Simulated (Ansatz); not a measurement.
Mulliken charges of FLi (`[Li][F]`) from B3LYP/def2-TZVPP in Ansatz (PBE0-D4/def2-TZVP geometry).

```
atom   x (Å)   y (Å)   z (Å)  charge (e)
 Li1  -0.650   0.188  -0.343       0.686
  F2   0.679  -0.248   0.347      -0.686
```

By hand: the dipole of these point charges (1 e Å = 4.8032 D).

Σ q r = (-0.912, 0.299, -0.473) e Å, of length 1.070 e Å = 5.14 D.

How does the dipole of the full density compare? (Estimate.)

Computed: (-1.084, 0.356, -0.563) e Å, 6.11 D; the point charges give 0.84 times that, at 0° from its direction.

Point charges leave out the atoms' own dipoles, such as those of lone pairs, and Mulliken's split depends on the basis, so the two needn't agree.

B3LYP here is the variant with VWN-RPA as its local correlation; programs differ in this.
